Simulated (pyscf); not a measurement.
cyclic C₂H₄BCl (SMILES ClB1CC1) → B–Cl [singlet] + ethylene (H₂C=CH₂) (cycloreversion; singlet surface; B–C, B–C broken, none formed). Single points on ωB97X-D3(BJ)/def2-SVP structures (PySCF, gas phase). MP2 and CC: frozen core, UHF for open shells. ΔMP2 is the change of the MP2 total energy from the triple- to the quadruple-zeta basis. Energies in kcal/mol from the reactant's lowest minimum found.

```json
[
 {"level": "ωB97X-D3(BJ)/def2-TZVP", "barrier": "66.8", "reaction energy": "+60.6"},
 {"level": "PBE0-D3(BJ)/def2-TZVP", "barrier": "64.8", "reaction energy": "+65.4"},
 {"level": "M06-2X/def2-TZVP", "barrier": "64.8", "reaction energy": "+59.9"},
 {"level": "ωB97M-D3(BJ)/def2-TZVP", "barrier": "63.7", "reaction energy": "+56.0"},
 {"level": "HF/def2-TZVP", "barrier": "[?]", "reaction energy": "+45.2"},
 {"level": "CCSD(T)/def2-TZVPP", "barrier": "57.3", "reaction energy": "+50.7"},
 {"level": "CCSD(T)/def2-TZVPP + ΔMP2(QZVPP)", "barrier": "[?]", "reaction energy": "[?]"}
]
```

Q: Some entries are withheld; supply them.

A: 
- HF/def2-TZVP, barrier: 66.9
- CCSD(T)/def2-TZVPP + ΔMP2(QZVPP), barrier: 57.4
- CCSD(T)/def2-TZVPP + ΔMP2(QZVPP), reaction energy: +51.5

At PBE0-D3(BJ) this geometry lies under the product side: in single points on another level's saddle the reverse barrier vanishes, and the forward threshold there is about the reaction energy. cyclic C₂H₄BCl (SMILES ClB1CC1) lies 13.0 kcal/mol over its isomer H₂C=CH–BH–Cl, and others may lie lower still (electronic energy, ωB97M-D3(BJ)). This is the saddle that the search found; another between the same sides may lie lower. A restricted solution here is unstable towards spin polarisation, so biradical character is likely and single-reference numbers are less safe. The CCSD(T) − MP2 part came from Ansatz, without density fitting, on the same reference.
